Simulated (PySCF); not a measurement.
## Bond curve of MgF⁺

Set-up: PySCF, no relativity, basis sets Mg pcseg-2, F pcseg-2. Energies in eV from Mg⁺ + F in their ground configurations at the same level. All curves are PBE0. state 1: ¹Σ⁺ (singlet), closed shell; state 2: triplet, unpaired electrons σ ↑, π ↑, a second solution, started from another occupation.

```tsv
R (Å)	state 1	state 2
1.466	-2.822	3.7360
1.534	-3.459	2.6604
1.603	-3.809	1.8814
1.654	-3.933	1.4401
1.705	-3.969	1.0932
1.756	-3.937	0.8194
1.824	-3.814	0.5430
1.910	-3.572	0.3017
2.012	-3.204	0.1158
2.148	-2.651	-0.0231
```

Question: Put a parabola through the three lowest points of the state 1 curve and estimate Re, k and ωe (reduced mass 10.6 u; 1 eV/Å² = 0.16022 mdyn/Å; ωe = 1302.8·√(k/μ) cm⁻¹).

Answer: Through R = 1.654, 1.705, 1.756 Å the second-order coefficient is 13.1 eV/Å², so Re ≈ 1.706 Å, k ≈ 4.19 mdyn/Å and ωe ≈ 819 cm⁻¹. A polynomial fit of higher order to the unrounded PBE0 energies gives Re = 1.704 Å, k = 4.19 mdyn/Å, ωe = 819 cm⁻¹; anharmonicity and rounding make the difference.

The higher-order fit for each curve: state 1: Re = 1.704 Å, ωe = 819 cm⁻¹, De = 3.97 eV. State 2 gave no clean fit.

For an ion De counts to the pair picked by the measured ionisation energies or electron affinities, which need not be the lowest pair at this level.
